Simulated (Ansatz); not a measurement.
Geometry optimisation, Ansatz 0.2.0, RKS r2SCAN-D4/def2-SVP.

Input file:

```yaml
crystal:
  periodic: [false, false, false]
  atoms:
    - { symbol: C, position_ang: [-0.21785, 0.81952, -0.77316] }
    - { symbol: "N", position_ang: [0.46128, -0.39258, -0.64587] }
    - { symbol: C, position_ang: [0.30885, -0.89677, 0.64557] }
    - { symbol: H, position_ang: [-1.34809, 0.77248, -0.57753] }
    - { symbol: H, position_ang: [-0.09791, 1.2175, -1.79147] }
    - { symbol: H, position_ang: [0.1259, 1.6521, -0.05993] }
    - { symbol: H, position_ang: [-0.7744, -1.10575, 0.96712] }
    - { symbol: H, position_ang: [0.84795, -1.84998, 0.74797] }
    - { symbol: H, position_ang: [0.69427, -0.21651, 1.48731] }
total_charge: -1
basis:
  gaussian: { orbitals: def2-SVP }
hamiltonian:
  xc: r2scan
  dispersion: d4
relax:
  f_tol: 0.015
  max_steps: 40
output:
  orbitals: {}
```

Launched with:

```bash
$ ansatz run input.yaml --threads 1 --pin off --max-ram 2048MiB --backend cpu --events-out ev --progress --plain --runs-dir out
```

**Question.** Where does it end, and by what steps?

**Answer.** The forces met the threshold. Limits of this set-up: an anion without diffuse functions, the dipole of an ion depends on the origin. After 4 steps the energy has fallen by 0.035 eV; H5 moved furthest, 0.05 Å.

```json
{"step": "0", "energy less start (eV)": "0.0000", "largest force component (eV/Å)": "0.674", "accepted": "yes"}
{"step": "1", "energy less start (eV)": "-0.0312", "largest force component (eV/Å)": "0.275", "accepted": "yes"}
{"step": "2", "energy less start (eV)": "-0.0348", "largest force component (eV/Å)": "0.068", "accepted": "yes"}
{"step": "3", "energy less start (eV)": "-0.0343", "largest force component (eV/Å)": "0.107", "accepted": "no"}
{"step": "4", "energy less start (eV)": "-0.0350", "largest force component (eV/Å)": "0.004", "accepted": "yes"}
```

```xyz
9
Properties=species:S:1:pos:R:3
C -0.205 0.801 -0.779
N 0.481 -0.407 -0.671
C 0.316 -0.895 0.624
H -1.343 0.765 -0.566
H -0.120 1.258 -1.794
H 0.118 1.641 -0.050
H -0.774 -1.086 0.965
H 0.840 -1.867 0.790
H 0.687 -0.210 1.481
```

Whether the end is a true minimum wasn't checked by a vibrational analysis.

Run time: 17 s on 1 thread of Arm Neoverse V1, with other jobs on the host, peak memory 0.12 GiB.
